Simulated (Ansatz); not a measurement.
# CH₂BN: how energies converge with the basis set

One table from this session's results is given with a row withheld; the runs are named, their logs left out.

Method: one geometry, several basis sets; program: Ansatz 0.2.0, Gaussian basis.

Plan: PBE0-D4/def2-SVP; ωB97M-V/def2-SVP; PBE0-D4/def2-QZVPP; ωB97M-V/def2-QZVPP; CCSD(T)/cc-pV(D+d)Z; CCSD(T)/cc-pV(T+d)Z; CCSD(T)/cc-pV(Q+d)Z; the functionals' def2-TZVPP values are taken from earlier runs.

## The geometry

An earlier PBE0-D4 in a triple-zeta def2 set relaxation fixed the geometry.

SMILES `B1C=N1`, 5 atoms, charge 0, spin multiplicity 1.

Atoms are counted from 1 here; the program's logs count them from 0.

Bond lengths: B1–C2 1.439 Å, B1–N3 1.431 Å, B1–H4 1.179 Å, C2–N3 1.302 Å, C2–H5 1.086 Å. Angles: C2–B1–N3 54.0°, C2–B1–H4 161.4°, N3–B1–H4 144.6°, B1–C2–N3 62.7°, B1–C2–H5 167.0°, N3–C2–H5 130.3°, B1–N3–C2 63.3°.

Set-up of the first run:

in.yaml

```yaml
crystal:
  periodic: [false, false, false]
  atoms:
    - {symbol: B, position_ang: [-0.670718, -0.126628, -0.276306]}
    - {symbol: C, position_ang: [0.617773, 0.294074, 0.208075]}
    - {symbol: N, position_ang: [0.354932, -0.980919, 0.239668]}
    - {symbol: H, position_ang: [-1.759455, -0.095879, -0.727952]}
    - {symbol: H, position_ang: [1.507367, 0.835651, 0.515115]}
basis:
  gaussian: {orbitals: def2-SVP}
hamiltonian: {xc: pbe0, dispersion: d4}
output: {orbitals: {seedname: orbitals}}
```

Started as:

```console
ansatz run in.yaml --threads 2 --pin off --events-out ev --progress --plain --max-ram 4352MiB
```

Among the steps run: PBE0-D4 in def2-SVP; ωB97M-V in def2-SVP; PBE0-D4 in def2-QZVPP; ωB97M-V in def2-QZVPP.

One table of the session follows, with a row left open; its other results are not shown here.

It belongs to the step «Functionals by basis». 

| functional | basis | HOMO (eV) |
| --- | --- | --- |
| PBE0-D4 | def2-SVP | ? |
| PBE0-D4 | def2-TZVPP | -7.51 |
| PBE0-D4 | def2-QZVPP | -7.53 |
| ωB97M-V | def2-SVP | -9.78 |
| ωB97M-V | def2-TZVPP | -9.86 |
| ωB97M-V | def2-QZVPP | -9.87 |

Estimate the missing values for PBE0-D4, def2-SVP.

**Answer.** HOMO (eV): -7.45. In the column «HOMO (eV)» it is the highest.
